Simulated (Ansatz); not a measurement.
The input, for Ansatz 0.2.0:

```yaml
crystal:
  periodic: [false, false, false]
  atoms:
    - {symbol: N, position_ang: [0.134850, -0.082363, 1.473058]}
    - {symbol: Ga, position_ang: [-0.030024, 0.042315, -0.337200]}
    - {symbol: H, position_ang: [0.046596, -0.977539, 1.983834]}
    - {symbol: H, position_ang: [0.129705, 0.632052, 2.112333]}
    - {symbol: H, position_ang: [0.026646, -1.437030, -1.240949]}
basis:
  gaussian: {orbitals: cc-pVDZ, fitting: {mean_field: def2-universal-jkfit}}
magnetization: {spin_polarized: false, initial_magnetization: 1}
hamiltonian: {xc: hf}
output: {forces: true, orbitals: {seedname: orbitals}}
```

```sh
$ ansatz run in.yaml --threads 1 --pin off --events-out ev --progress --plain --max-ram 2393MiB
```

Log:

```
397 factors; integrals over basis functions are off by at most 4.5e-1 eV
mean field evaluation 1: about -53858.8944 eV, gradient 3.2e1 eV
mean field evaluation 2: about -53860.5516 eV, gradient 2.2e1 eV
mean field evaluation 4: about -53861.7779 eV, gradient 5.0e-1 eV
mean field evaluation 8: about -53815.1348 eV, gradient 8.3e1 eV
mean field -53861.78328094 eV, -1979.3840267467 hartree, gradient 1.5e-5 eV, S^2 0.750000; 0 other end points of the search recorded, 0 dependent functions left out
the calculation of the forces begins
reference -53861.78328094 eV, -1979.3840267467 hartree; 21, 20 occupied and 35, 36 virtual orbitals, 397 factors
Total energy: -53861.78328094 eV, -1979.3840267467 hartree
Atom 0 at     0.134850    -0.082363     1.473058 Å, force    -0.166739    -3.236541    -0.617712 eV/Å
Atom 1 at    -0.030024     0.042315    -0.337200 Å, force     0.118621    -1.186707    -0.915378 eV/Å
Atom 2 at     0.046596    -0.977539     1.983834 Å, force     0.188199     1.082960    -0.804186 eV/Å
Atom 3 at     0.129705     0.632052     2.112333 Å, force    -0.040826     2.066404     1.510590 eV/Å
Atom 4 at     0.026646    -1.437030    -1.240949 Å, force    -0.099255     1.273884     0.826685 eV/Å
Dipole moment:    -0.063516     0.117614     0.231288 e Å
```

Forces (eV/Å):
```
N   -0.167 -3.237 -0.618
Ga   0.119 -1.187 -0.915
H    0.188  1.083 -0.804
H   -0.041  2.066  1.511
H   -0.099  1.274  0.827
```

Ran on 1 thread of Arm Neoverse V2, shared host: 0.36 s wall, 0.08 GiB peak host memory.
